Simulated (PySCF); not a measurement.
# MgB: changing the method

Aim: see what other levels and later steps give for MgB.

Method: each script names its method and basis; program: PySCF 2.14.0.

5 further runs of the same task are left out: 5 that didn't finish.

## Step 1: Starting geometry

MgB: 2 atoms, charge 0, spin multiplicity 2.

Bond lengths: Mg1–B2 2.279 Å.

## Step 2: The run that the others are compared with

File input.py:

```python
from pyscf import gto, scf, cc

mol = gto.M(
    atom='Mg 0 0 0; B 0 0 2.279',
    basis='jorge-dzp-dkh',
    charge=0,
    spin=1,
    verbose=4,
)
mf = scf.ROHF(mol)
mf = mf.sfx2c1e()
mf.kernel()
mycc = cc.CCSD(mf)
mycc.kernel()
mf.dip_moment()
print('orbital energies (hartree):', mf.mo_energy[..., max(0, mol.nelec[1]-3):mol.nelec[0]+3].round(4))
```

The run is started by

```console
$ python input.py
```

## Step 3: UHF

Run 1 changes SCF type: ROHF → UHF.

File input.py:

```python
from pyscf import gto, scf, cc

mol = gto.M(
    atom='Mg 0 0 0; B 0 0 2.279',
    basis='jorge-dzp-dkh',
    charge=0,
    spin=1,
    verbose=4,
)
mf = scf.UHF(mol)
mf = mf.sfx2c1e()
mf.kernel()
mycc = cc.CCSD(mf)
mycc.kernel()
mf.dip_moment()
print('orbital energies (hartree):', [e[max(0, n-3):n+3].round(4) for e, n in zip(mf.mo_energy, mol.nelec)])
```

## Step 4: Population analysis

Run 2 changes step after the SCF: ccsd → analyze.

File input.py:

```python
from pyscf import gto, scf

mol = gto.M(
    atom='Mg 0 0 0; B 0 0 2.279',
    basis='jorge-dzp-dkh',
    charge=0,
    spin=1,
    verbose=4,
)
mf = scf.ROHF(mol)
mf = mf.sfx2c1e()
mf.kernel()
mf.analyze()
print('orbital energies (hartree):', mf.mo_energy[..., max(0, mol.nelec[1]-3):mol.nelec[0]+3].round(4))
```

## Step 5: NEVPT2

Run 3 changes step after the SCF: ccsd → nevpt2; active space: none → 7 electrons in 6 orbitals.

input.py, as its differences from that of step 2:

```diff
@@ -1,2 +1,2 @@
-from pyscf import gto, scf, cc
+from pyscf import gto, scf, mcscf, mrpt
 
@@ -12,4 +12,6 @@
 mf.kernel()
-mycc = cc.CCSD(mf)
-mycc.kernel()
+mc = mcscf.CASSCF(mf, 6, 7)
+mc.kernel()
+mc.analyze()
+mrpt.NEVPT(mc).kernel()
 mf.dip_moment()
```

## Step 6: SCF alone

Run 4 changes step after the SCF: ccsd → none.

input.py, as its differences from that of step 2:

```diff
@@ -1,2 +1,2 @@
-from pyscf import gto, scf, cc
+from pyscf import gto, scf
 
@@ -12,4 +12,2 @@
 mf.kernel()
-mycc = cc.CCSD(mf)
-mycc.kernel()
 mf.dip_moment()
```

Before running it: what results should come out? Wanted: for each run, E(SCF); from base; gap, α spin; SCF dipole; after the SCF.

As calculated:

```
                run  E(SCF) (hartree)  from base (eV)  cycles  gap, α spin (eV)  SCF dipole (D)                                                                 after the SCF
               base       -224.430339               0      11               n/a            1.62                                                    CCSD correlation -5.500 eV
                UHF       -224.433167         -0.0770      14              7.11            1.63                                                    CCSD correlation -5.420 eV
population analysis       -224.430339          0.0000      11               n/a            1.62                                                                           n/a
             NEVPT2       -224.430339          0.0000      11               n/a            1.62  NEVPT2 correlation -4.973 eV (from the SCF energy, the CASSCF gain included)
          SCF alone       -224.430339          0.0000      11               n/a            1.62                                                                           n/a
```

What this shows: Total energies from different bases, Hamiltonians or methods carry different errors, so properties are taken as differences within one set-up.
